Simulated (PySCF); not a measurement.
**Potential energy of O₂⁺ along the bond**

Set-up: basis O 6-31G(d,p); no relativity; PySCF 2.14. Energies in eV from O⁺ + O in their ground configurations at the same level. State: ²Πg (doublet), unpaired electrons π ↑.

```csv
R (Å),UHF-SCS-MP2,UHF-MP2,PBE,PBE0
0.959,-2.912,-3.109,-5.120,-4.248
1.004,-4.439,-4.668,-6.582,-5.591
1.048,-5.373,-5.638,-7.442,-6.327
1.082,-5.791,-6.086,-7.795,-6.584
1.115,-6.030,-6.356,-7.957,-6.649
1.148,-6.136,-6.496,-7.973,-6.567
1.193,-6.133,-6.542,-7.824,-6.286
1.249,-5.991,-6.466,-7.451,-5.748
1.316,-5.735,-6.298,-6.836,-4.939
1.405,-5.415,-6.111,-5.884,-3.738
```

**Question.** Put a parabola through the three lowest points of the UHF-SCS-MP2 curve and estimate Re, k and ωe (reduced mass 7.997 u; 1 eV/Å² = 0.16022 mdyn/Å; ωe = 1302.8·√(k/μ) cm⁻¹).

**Answer.** Through R = 1.115, 1.148, 1.193 Å the second-order coefficient is 42.0 eV/Å², so Re ≈ 1.170 Å, k ≈ 13.5 mdyn/Å and ωe ≈ 1691 cm⁻¹. A polynomial fit of higher order to the unrounded UHF-SCS-MP2 energies gives Re = 1.169 Å, k = 11.0 mdyn/Å, ωe = 1525 cm⁻¹; anharmonicity and rounding make the difference.

The higher-order fit for each curve: UHF-SCS-MP2: Re = 1.169 Å, ωe = 1525 cm⁻¹, De = 6.15 eV; UHF-MP2: Re = 1.187 Å, ωe = 1345 cm⁻¹, De = 6.54 eV; PBE: Re = 1.136 Å, ωe = 1940 cm⁻¹, De = 7.98 eV; PBE0: Re = 1.112 Å, ωe = 2141 cm⁻¹, De = 6.65 eV.

Correlated steps freeze 2 core orbitals. Correlated levels converge slowly with the basis: in double zeta they bind strong bonds too weakly, by up to about 1 eV, and carry superposition errors of some tenths. The state is the lowest determinant that a PBE0 search found; another state may lie lower at other levels.
